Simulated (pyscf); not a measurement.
PySCF, gas phase, ωB97X-D3(BJ)/def2-SVP geometries.

Question: For HN=Ga–NH₂ + NH₃ → H₂N–Ga(NH₂)–NH₂, an addition across a multiple bond or ene-type step (singlet surface; H–N broken, H–N, Ga–N formed), PBE/def2-TZVP gives ΔE‡ = -51.9 kJ/mol and ΔE = -235.8 kJ/mol (zero: the separated reactants). In which direction and how far do B3LYP-D3(BJ)/def2-TZVP, PBE0-D3(BJ)/def2-TZVP, ωB97M-D3(BJ)/def2-TZVP move these?

Answer: B3LYP-D3(BJ): ΔE‡ = -46.7 kJ/mol, ΔE = -259.8 kJ/mol; PBE0-D3(BJ): ΔE‡ = -65.2 kJ/mol, ΔE = -275.1 kJ/mol; ωB97M-D3(BJ): ΔE‡ = -53.7 kJ/mol, ΔE = -276.8 kJ/mol. PBE's barrier lies among them. Its reaction energy lies over all of them, by 24.0 to 41.0 kJ/mol. On the reactant side the descent ends in an adduct with a Ga–N contact, 95.4 kJ/mol under the separated species and 34.7 kJ/mol under the saddle at ωB97X-D3(BJ)/def2-TZVP. At PBE, B3LYP-D3(BJ), PBE0-D3(BJ), ωB97M-D3(BJ) the saddle lies under the separated reactants, which points to a path from their complex (located at ωB97X-D3(BJ) alone). What is counted as formed (Ga–N) is already present as a longer contact in the reactant adduct; forming that adduct is a step of its own. One saddle was located; it need not be the lowest between these sides. Elements up to Kr have no core potential and no relativistic terms here.
